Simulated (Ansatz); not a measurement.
BH$_{2}$OF, closed shell: at the end structure of a reaction step.

The input file, in.yaml:

```yaml
crystal:
  periodic: [false, false, false]
  atoms:
    - {symbol: B, position_ang: [-0.513756, 0.088780, 1.023073]}
    - {symbol: H, position_ang: [0.806345, 0.176862, -1.665381]}
    - {symbol: O, position_ang: [-0.516253, -1.096512, 1.247710]}
    - {symbol: H, position_ang: [0.741452, -0.519951, -1.402339]}
    - {symbol: F, position_ang: [-0.517787, 1.350721, 0.796937]}
basis:
  gaussian: {orbitals: def2-SVP}
hamiltonian: {xc: pbe0, dispersion: d4}
```

Run by:

```bash
ansatz run in.yaml --threads 2 --pin off --events-out ev --progress --plain --max-ram 4352MiB
```

Output of Ansatz 0.2.0:

```
Functional definition: PBE0
  name "PBE0"
  cite "Adamo & Barone, J. Chem. Phys. 110, 6158 (1999) doi:10.1063/1.478522"
  cite "Perdew, Burke & Ernzerhof, Phys. Rev. Lett. 77, 3865 (1996) doi:10.1103/PhysRevLett.77.3865"
  parent pbe
  parameter a = 0.25
  parameter kappa = 0.804
  parameter beta = 0.06672455060314922
  exchange = (1 - a)*pbe_x(kappa = kappa, mu = beta*pi^2/3) + a*exact_x
  correlation = pbe_c(beta = beta)
561 factors; their error is unknown
mean field evaluation 1: about -5459.0545 eV, gradient 5.3e1 eV
mean field evaluation 2: about -5438.1297 eV, gradient 1.1e2 eV
mean field evaluation 4: about -5464.0740 eV, gradient 5.9e0 eV
mean field evaluation 8: about -5464.1256 eV, gradient 2.2e-2 eV
mean field -5464.13476231 eV, -200.8032487913 hartree, gradient 7.4e-5 eV, S^2 0.000000; 0 other end points of the search recorded, 0 dependent functions left out
reference -5464.13478176 eV, -200.8032495061 hartree; 12, 12 occupied and 40, 40 virtual orbitals, 561 factors
Total energy: -5464.17065171 eV, -200.8045677026 hartree
```

The run took about 0.56 s on 2 CPU threads of an Arm Neoverse V1 (shared host).
